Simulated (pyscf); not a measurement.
A first-order saddle from PySCF, ωB97X-D3(BJ)/def2-SVP:

```xyz
11

Si     0.4013    -0.4022     0.3845
N     -1.4860    -0.2593     0.7393
B     -1.9192     1.1298     0.9345
H      0.9867     0.7813    -0.2736
H      0.7660    -1.7933     0.0531
H      0.7949    -0.2532     1.8345
H     -1.7710    -0.9182     1.4665
H     -2.4171     1.4479     1.9824
H     -1.7311     1.8903     0.0265
Cl    -0.8726    -0.6053    -1.9326
H     -1.7007    -0.5702    -0.2888
```

Surface: singlet, charge 0. Lowest wavenumbers (cm⁻¹): 224i, 122, 186, 265, 329.

Task: What reaction is this the transition state of?

Result: `[BH2][NH][SiH3]` + `[ClH]` <-> `[SiH3][Cl]` + `[BH2][NH2]`, a four-centre exchange read from left to right: N–Si, Cl–H broken and Cl–Si, H–N formed. At CCSD(T)/def2-TZVPP + ΔMP2(QZVPP) it lies +95.0 kJ/mol from the left side and +147.7 kJ/mol from the right (each side as separated species at their lowest minima found). The same reactants have a lower exit, to H₂N–SiH₃ + H₂B–Cl (barrier +61.3 kJ/mol at ωB97M-D3(BJ)/def2-TZVP, against +86.8 kJ/mol here). One saddle was located; it need not be the lowest between these sides. The CCSD(T) − MP2 part came from Ansatz, without density fitting, on the same reference.
